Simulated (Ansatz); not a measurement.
# AlCF (triplet): wave-function methods side by side, def2-QZVPP

One table from this session's results is given with a row withheld; the runs are named, their logs left out.

Method: def2-QZVPP, core rule «outside noble gas», up to 7 orbitals frozen; program: Ansatz 0.2.0, Gaussian basis.

The runs, in order: UHF; ROHF; CCSD(T) on UHF.

2 further runs of the same task are left out: 2 set aside as unsound or not needed.

## The system

The geometry is a PBE0/def2-TZVP stationary point (not a proven minimum) of the parent state, kept for this charge and spin.

3 atoms, charge 0, spin multiplicity 3.

Atoms are counted from 1 here; the program's logs count them from 0.

Bond lengths: Al1–C2 1.926 Å, C2–F3 1.282 Å. Angles: Al1–C2–F3 145.2°.

Set-up of the first run:

File in.yaml:

```yaml
crystal:
  periodic: [false, false, false]
  atoms:
    - {symbol: Al, position_ang: [0.000000, -0.058625, 1.394221]}
    - {symbol: C, position_ang: [0.000000, 0.351445, -0.487256]}
    - {symbol: F, position_ang: [0.000000, -0.138923, -1.672032]}
basis:
  gaussian: {orbitals: "def2-QZVPP.json"}
magnetization: {spin_polarized: true, initial_magnetization: 2}
hamiltonian: {xc: hf}
output: {orbitals: {seedname: orbitals}}
```

Run with:

```sh
ansatz run in.yaml --threads 1 --pin off --events-out ev --progress --plain --max-ram 2393MiB
```

Steps of the session up to this table: UHF; ROHF; CCSD(T) on UHF.

One table of the session follows, with a row left open; its other results are not shown here.

| method | from UCCSD(T) (kJ/mol) |
| --- | --- |
| ROHF | +1276.3 |
| UHF | +1246.0 |
| UMP2 | ? |
| UCCSD | +47.4 |
| UCCSD(T) | 0 |

Estimate the missing values for UMP2.

**Answer.** from UCCSD(T) (kJ/mol): +113.1. In the column «from UCCSD(T) (kJ/mol)» it lies between UCCSD (+47.4) and UHF (+1246.0).
